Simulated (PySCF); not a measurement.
# The bond of SF+, level by level, part 2 of 2

PySCF 2.14.0; S jorge-DZP-DKH, F jorge-DZP-DKH; spin-free X2C with a Gaussian nucleus. The steps go on from the part before.

## (8) r²SCAN0

Output of the SCF at 1.551 Å:

```text
[... 13 set-up lines left out, the same as in an earlier log ...]
max_memory 909 MB (current use 273 MB)
[... 3 set-up lines left out, the same as in an earlier log ...]
XC functionals = HYB_MGGA_XC_R2SCAN0
    M. Bursch, H. Neugebauer, S. Ehlert, and S. Grimme.,  J. Chem. Phys. 156, 134105 (2022)
[... 2 set-up lines left out, the same as in an earlier log ...]
init E= -498.689704719577
cycle= 1 E= -498.690214947601  delta_E= -0.00051  |g|= 0.028  |ddm|= 0.0536
cycle= 2 E= -498.689525500471  delta_E= 0.000689  |g|= 0.0517  |ddm|= 0.0484
cycle= 3 E= -498.690521266879  delta_E= -0.000996  |g|= 0.00202  |ddm|= 0.0314
cycle= 4 E= -498.690525188731  delta_E= -3.92e-06  |g|= 0.00081  |ddm|= 0.00293
cycle= 5 E= -498.690526298985  delta_E= -1.11e-06  |g|= 0.000247  |ddm|= 0.00205
cycle= 6 E= -498.690526384176  delta_E= -8.52e-08  |g|= 7.26e-05  |ddm|= 0.000564
cycle= 7 E= -498.690526393085  delta_E= -8.91e-09  |g|= 1.96e-05  |ddm|= 0.000199
cycle= 8 E= -498.69052639368  delta_E= -5.96e-10  |g|= 5.07e-06  |ddm|= 4.81e-05
Extra cycle  E= -498.690526393709  delta_E= -2.84e-11  |g|= 2.54e-06  |ddm|= 7.63e-06
converged SCF energy = -498.690526393709  <S^2> = 2.0090432  2S+1 = 3.0060228
```

Re = 1.539 Å, ωe = 1012 cm⁻¹, ωexe = 4.67 cm⁻¹, αe = 0.00408 cm⁻¹, Be = 0.5975 cm⁻¹, De = 3.09 eV, μ = -2.66 D. 8.6 s of CPU time for 12 points, integrals apart.

## (9) B3LYP (global hybrid GGA)

The SCF at the reference distance, 1.551 Å, printed:

```text
[... 17 set-up lines left out, the same as in an earlier log ...]
XC functionals = B3LYP
    P. J. Stephens, F. J. Devlin, C. F. Chabalowski, and M. J. Frisch.,  J. Phys. Chem. 98, 11623 (1994)
[... 2 set-up lines left out, the same as in an earlier log ...]
init E= -498.799789026462
cycle= 1 E= -498.800402534613  delta_E= -0.000614  |g|= 0.00813  |ddm|= 0.0475
cycle= 2 E= -498.800346304262  delta_E= 5.62e-05  |g|= 0.0162  |ddm|= 0.0149
cycle= 3 E= -498.800436791133  delta_E= -9.05e-05  |g|= 0.00137  |ddm|= 0.00962
cycle= 4 E= -498.800438081445  delta_E= -1.29e-06  |g|= 0.000857  |ddm|= 0.0022
cycle= 5 E= -498.800438473879  delta_E= -3.92e-07  |g|= 0.000116  |ddm|= 0.000924
cycle= 6 E= -498.800438483209  delta_E= -9.33e-09  |g|= 2.02e-05  |ddm|= 0.000186
cycle= 7 E= -498.80043848344  delta_E= -2.31e-10  |g|= 2.92e-06  |ddm|= 2.17e-05
Extra cycle  E= -498.800438483442  delta_E= -1.82e-12  |g|= 4.16e-06  |ddm|= 5.58e-06
converged SCF energy = -498.800438483442  <S^2> = 2.0041314  2S+1 = 3.002753
```

Re = 1.558 Å, ωe = 961 cm⁻¹, ωexe = 4.51 cm⁻¹, αe = 0.00412 cm⁻¹, Be = 0.5824 cm⁻¹, De = 3.52 eV, μ = -2.64 D. 5.9 s of CPU time for 12 points, integrals apart.

## (10) M06 (hybrid meta-GGA)

The SCF at the reference distance, 1.551 Å, printed:

```text
[... 13 set-up lines left out, the same as in an earlier log ...]
max_memory 909 MB (current use 266 MB)
[... 3 set-up lines left out, the same as in an earlier log ...]
XC functionals = M06
    Y. Zhao and D. G. Truhlar.,  Theor. Chem. Acc. 120, 215 (2008)
    Y. Zhao and D. G. Truhlar.,  Theor. Chem. Acc. 120, 215 (2008)
[... 2 set-up lines left out, the same as in an earlier log ...]
init E= -498.725977649805
cycle= 1 E= -498.727115935277  delta_E= -0.00114  |g|= 0.0358  |ddm|= 0.0773
cycle= 2 E= -498.725804999586  delta_E= 0.00131  |g|= 0.0695  |ddm|= 0.0599
cycle= 3 E= -498.727556766683  delta_E= -0.00175  |g|= 0.00368  |ddm|= 0.0421
cycle= 4 E= -498.727563120756  delta_E= -6.35e-06  |g|= 0.000635  |ddm|= 0.00405
cycle= 5 E= -498.727563418313  delta_E= -2.98e-07  |g|= 0.00017  |ddm|= 0.000849
cycle= 6 E= -498.727563470514  delta_E= -5.22e-08  |g|= 6.46e-05  |ddm|= 0.000449
cycle= 7 E= -498.727563473858  delta_E= -3.34e-09  |g|= 1.31e-05  |ddm|= 0.0001
cycle= 8 E= -498.727563474011  delta_E= -1.53e-10  |g|= 2.33e-06  |ddm|= 2.06e-05
Extra cycle  E= -498.727563474016  delta_E= -5.23e-12  |g|= 1.58e-06  |ddm|= 4.42e-06
converged SCF energy = -498.727563474016  <S^2> = 2.0033398  2S+1 = 3.0022257
```

Re = 1.545 Å, ωe = 993 cm⁻¹, ωexe = 4.91 cm⁻¹, αe = 0.00424 cm⁻¹, Be = 0.5929 cm⁻¹, De = 3.40 eV, μ = -2.67 D.

## (11) CAM-B3LYP

Log of the SCF at 1.551 Å:

```text
[... 13 set-up lines left out, the same as in an earlier log ...]
max_memory 909 MB (current use 274 MB)
[... 3 set-up lines left out, the same as in an earlier log ...]
XC functionals = CAMB3LYP
    T. Yanai, D. P. Tew, and N. C. Handy.,  Chem. Phys. Lett. 393, 51 (2004)
[... 2 set-up lines left out, the same as in an earlier log ...]
init E= -498.772431375691
cycle= 1 E= -498.77307916074  delta_E= -0.000648  |g|= 0.0118  |ddm|= 0.0514
cycle= 2 E= -498.773016220282  delta_E= 6.29e-05  |g|= 0.0188  |ddm|= 0.0171
cycle= 3 E= -498.773136209334  delta_E= -0.00012  |g|= 0.000856  |ddm|= 0.0107
cycle= 4 E= -498.773137438545  delta_E= -1.23e-06  |g|= 0.00042  |ddm|= 0.00162
cycle= 5 E= -498.773137663198  delta_E= -2.25e-07  |g|= 0.000138  |ddm|= 0.000742
cycle= 6 E= -498.773137687709  delta_E= -2.45e-08  |g|= 1.49e-05  |ddm|= 0.00032
cycle= 7 E= -498.773137687967  delta_E= -2.58e-10  |g|= 5.14e-06  |ddm|= 3.27e-05
Extra cycle  E= -498.773137687987  delta_E= -2.03e-11  |g|= 4.9e-06  |ddm|= 8.52e-06
converged SCF energy = -498.773137687987  <S^2> = 2.0046738  2S+1 = 3.0031142
```

Re = 1.546 Å, ωe = 998 cm⁻¹, ωexe = 4.42 cm⁻¹, αe = 0.00399 cm⁻¹, Be = 0.5918 cm⁻¹, De = 3.52 eV, μ = -2.66 D.

## (12) UHF (mean field)

Output of the SCF at 1.551 Å:

```text
******** <class 'pyscf.scf.uhf_symm.SymAdaptedUHF'> ********
method = SymAdaptedUHF
[... 11 set-up lines left out, the same as in an earlier log ...]
max_memory 909 MB (current use 267 MB)
[... 1 set-up line left out, the same as in an earlier log ...]
Overwritten attributes  get_hcore get_jk get_k get_j get_occ  of <class 'pyscf.scf.uhf_symm.SymAdaptedUHF'>
<class 'pyscf.scf.uhf_symm.SymAdaptedUHF'> does not have attributes  refdm
[... 1 set-up line left out, the same as in an earlier log ...]
init E= -497.733504812278
cycle= 1 E= -497.747926660876  delta_E= -0.0144  |g|= 0.0592  |ddm|= 0.138
cycle= 2 E= -497.749601728762  delta_E= -0.00168  |g|= 0.0341  |ddm|= 0.0669
cycle= 3 E= -497.750244667672  delta_E= -0.000643  |g|= 0.0142  |ddm|= 0.0259
cycle= 4 E= -497.750548714007  delta_E= -0.000304  |g|= 0.00538  |ddm|= 0.025
cycle= 5 E= -497.750618246639  delta_E= -6.95e-05  |g|= 0.00159  |ddm|= 0.0152
cycle= 6 E= -497.750622541135  delta_E= -4.29e-06  |g|= 0.000277  |ddm|= 0.00412
cycle= 7 E= -497.750622622286  delta_E= -8.12e-08  |g|= 8.91e-05  |ddm|= 0.000551
cycle= 8 E= -497.750622633705  delta_E= -1.14e-08  |g|= 4.24e-05  |ddm|= 0.000184
cycle= 9 E= -497.750622637696  delta_E= -3.99e-09  |g|= 2.12e-05  |ddm|= 9.95e-05
cycle= 10 E= -497.750622639032  delta_E= -1.34e-09  |g|= 8.91e-06  |ddm|= 7.26e-05
cycle= 11 E= -497.750622639263  delta_E= -2.31e-10  |g|= 2.39e-06  |ddm|= 3.37e-05
Extra cycle  E= -497.750622639271  delta_E= -7.96e-12  |g|= 1.54e-06  |ddm|= 3.33e-06
converged SCF energy = -497.750622639271  <S^2> = 2.0208832  2S+1 = 3.01389
```

Re = 1.523 Å, ωe = 1050 cm⁻¹, ωexe = 5.77 cm⁻¹, αe = 0.00416 cm⁻¹, Be = 0.6100 cm⁻¹, De = 0.77 eV, μ = -3.10 D. 0.89 s of CPU time for 12 points, integrals apart.

## (13) Adding correlation

Reference: UHF; core orbitals frozen: 6; virtual orbitals above 20 hartree dropped in coupled cluster: 4. MP2 keeps all virtuals, so it differs from the MP2 energy in the coupled-cluster log.

Log of the coupled-cluster run at 1.551 Å:

```text
******** <class 'pyscf.cc.uccsd.UCCSD'> ********
CC2 = 0
CCSD nocc = (np.int64(7), np.int64(5)), nmo = (29, 29)
frozen orbitals [[0, 1, 2, 3, 4, 5, 35, 36, 37, 38], [0, 1, 2, 3, 4, 5, 35, 36, 37, 38]]
max_cycle = 80
direct = 0
conv_tol = 1e-07
conv_tol_normt = 1e-05
diis_space = 8
diis_start_cycle = 0
diis_start_energy_diff = 1e+09
max_memory 909 MB (current use 292 MB)
Init t2, MP2 energy = -0.274329525445541
Init E_corr(UCCSD) = -0.274329525447795
cycle = 1  E_corr(UCCSD) = -0.277138740430286  dE = -0.00280921498  norm(t1,t2) = 0.0998961
cycle = 2  E_corr(UCCSD) = -0.289030300881155  dE = -0.0118915605  norm(t1,t2) = 0.0339442
cycle = 3  E_corr(UCCSD) = -0.2887812017559  dE = 0.000249099125  norm(t1,t2) = 0.0272387
cycle = 4  E_corr(UCCSD) = -0.29174975752201  dE = -0.00296855577  norm(t1,t2) = 0.0141435
cycle = 5  E_corr(UCCSD) = -0.291638599989779  dE = 0.000111157532  norm(t1,t2) = 0.0039138
cycle = 6  E_corr(UCCSD) = -0.291501866595929  dE = 0.000136733394  norm(t1,t2) = 0.00122301
cycle = 7  E_corr(UCCSD) = -0.291539526691059  dE = -3.76600951e-05  norm(t1,t2) = 0.000486022
cycle = 8  E_corr(UCCSD) = -0.291540958481729  dE = -1.43179067e-06  norm(t1,t2) = 0.000121751
cycle = 9  E_corr(UCCSD) = -0.291538607107979  dE = 2.35137375e-06  norm(t1,t2) = 4.96829e-05
cycle = 10  E_corr(UCCSD) = -0.291538597661608  dE = 9.44637046e-09  norm(t1,t2) = 1.41065e-05
cycle = 11  E_corr(UCCSD) = -0.291538817361138  dE = -2.19699529e-07  norm(t1,t2) = 5.95833e-06
cycle = 12  E_corr(UCCSD) = -0.29153873417078  dE = 8.31903573e-08  norm(t1,t2) = 1.99111e-06
UCCSD converged
E(UCCSD) = -498.0421613734419  E_corr = -0.2915387341707803
UCCSD(T) correction = -0.00842337087338076
```

Correlation energy (eV) along the bond:

| R (Å) | MP2 | SCS-MP2 | CCSD | CCSD(T) | T1 |
| --- | --- | --- | --- | --- | --- |
| 1.334 | -7.117 | -6.838 | n/a | n/a | n/a |
| 1.396 | -7.231 | -6.948 | -7.673 | -7.862 | 0.021 |
| 1.458 | -7.338 | -7.055 | -7.779 | -7.984 | 0.023 |
| 1.504 | -7.415 | -7.132 | -7.857 | -8.074 | 0.025 |
| 1.551 | -7.487 | -7.207 | -7.933 | -8.162 | 0.028 |
| 1.597 | -7.553 | -7.279 | -8.007 | -8.249 | 0.030 |
| 1.660 | -7.634 | -7.370 | -8.104 | -8.360 | 0.033 |
| 1.737 | -7.658 | -7.408 | -8.215 | -8.481 | 0.038 |
| 1.830 | -6.945 | -6.698 | -8.156 | -8.421 | 0.068 |
| 1.954 | -6.288 | -6.068 | n/a | n/a | n/a |

UHF-MP2: No constants are quoted: the points don't follow one smooth fit.

UHF-SCS-MP2: No constants are quoted: the points don't follow one smooth fit.

UHF-CCSD: Re = 1.560 Å, ωe = 947 cm⁻¹, ωexe = 6.63 cm⁻¹, αe = 0.00479 cm⁻¹, Be = 0.5813 cm⁻¹, De = 2.40 eV.

UHF-CCSD(T): Re = 1.567 Å, ωe = 929 cm⁻¹, ωexe = 5.37 cm⁻¹, αe = 0.00447 cm⁻¹, Be = 0.5761 cm⁻¹, De = 2.56 eV.

## (14) The curves together

Energy (eV) from each level's lowest point:

| R (Å) | UHF | UHF-MP2 | UHF-SCS-MP2 | UHF-CCSD | UHF-CCSD(T) | PBE | r²SCAN | B3LYP | PBE0 | r²SCAN0 | M06 | CAM-B3LYP |
| --- | --- | --- | --- | --- | --- | --- | --- | --- | --- | --- | --- | --- |
| 1.334 | 1.260 | 1.620 | 1.620 | n/a | n/a | 1.757 | 1.595 | 1.608 | 1.515 | 1.421 | 1.480 | 1.504 |
| 1.396 | 0.493 | 0.739 | 0.743 | 0.744 | 0.784 | 0.841 | 0.728 | 0.737 | 0.668 | 0.604 | 0.644 | 0.661 |
| 1.458 | 0.107 | 0.246 | 0.250 | 0.251 | 0.276 | 0.308 | 0.242 | 0.248 | 0.205 | 0.168 | 0.192 | 0.201 |
| 1.504 | 0.000 | 0.062 | 0.065 | 0.066 | 0.079 | 0.094 | 0.062 | 0.064 | 0.043 | 0.025 | 0.037 | 0.040 |
| 1.551 | 0.010 | 0.000 | 0.000 | 0.000 | 0.000 | 0.001 | 0.000 | 0.000 | 0.000 | 0.000 | 0.000 | 0.000 |
| 1.597 | 0.108 | 0.031 | 0.026 | 0.024 | 0.012 | 0.000 | 0.030 | 0.027 | 0.049 | 0.066 | 0.054 | 0.052 |
| 1.660 | 0.338 | 0.181 | 0.166 | 0.157 | 0.131 | 0.108 | 0.176 | 0.171 | 0.221 | 0.259 | 0.229 | 0.228 |
| 1.737 | 0.718 | 0.537 | 0.508 | 0.426 | 0.390 | 0.363 | 0.475 | 0.467 | 0.552 | 0.613 | 0.560 | 0.566 |
| 1.830 | 1.055 | 1.586 | 1.554 | 0.822 | 0.786 | 0.777 | 0.935 | 0.924 | 1.047 | 1.131 | 1.048 | 1.074 |
| 1.954 | 1.155 | 2.344 | 2.285 | n/a | n/a | 1.410 | 1.616 | 1.604 | 1.763 | 1.850 | 1.736 | 1.811 |

The whole job (state search and all levels along the bond) took 1.3 min on 1 thread of Arm Neoverse V1 (shared host), peak memory 0.45 GiB.

## (15) Results

This closing draws on all 2 parts.

Lowest PBE0 solution found, without spin–orbit coupling: ³Σ⁻ (triplet), unpaired electrons π ↑↑. State 2 has its PBE0 minimum 0.40 eV higher, as a spin-mixed determinant (⟨S²⟩ = 1.01), so this is no gap between pure states. The other levels ran on the lowest alone.

| level | Re (Å) | ωe (cm⁻¹) | De (eV) | μ (D) |
| --- | --- | --- | --- | --- |
| UHF | 1.523 | 1050 | 0.77 | -3.10 |
| UHF-CCSD | 1.560 | 947 | 2.40 | n/a |
| UHF-CCSD(T) | 1.567 | 929 | 2.56 | n/a |
| PBE | 1.574 | 926 | 4.04 | -2.45 |
| r²SCAN | 1.557 | 963 | 3.57 | -2.51 |
| B3LYP | 1.558 | 961 | 3.52 | -2.64 |
| PBE0 | 1.547 | 993 | 3.39 | -2.62 |
| r²SCAN0 | 1.539 | 1012 | 3.09 | -2.66 |
| M06 | 1.545 | 993 | 3.40 | -2.67 |
| CAM-B3LYP | 1.546 | 998 | 3.52 | -2.66 |

De is counted to S+ + F in their ground configurations. A positive dipole points from S to F; in an ion it is taken about the centre of mass and does not tell which atom is negative. No constants: UHF-MP2 (the points don't follow one smooth fit); UHF-SCS-MP2 (the points don't follow one smooth fit).

Time per point (s) on 1 thread of Arm Neoverse V1, shared host (CPU time, shared integrals of 0.041 s apart; correlated levels include their reference; CCSD comes with the CCSD(T) run); the times are rough: UHF 0.074, UHF-CCSD(T) 1.1, PBE 0.53, r²SCAN 0.64, B3LYP 0.49, PBE0 0.6, r²SCAN0 0.71, M06 0.67, CAM-B3LYP 0.62.

What this shows: Bond lengths run from 1.523 Å (UHF) to 1.574 Å (PBE). Of the levels with a De here, UHF gives the least (0.77 eV) and PBE the most (4.04 eV).

Correlated steps freeze 6 core orbitals. T1 is 0.028 near the minimum (highest on the curve 0.068), which may point to more than one leading configuration. At UHF the stretched side of the curve climbs above De, by a hump or because the determinant held fixed goes to a higher limit.
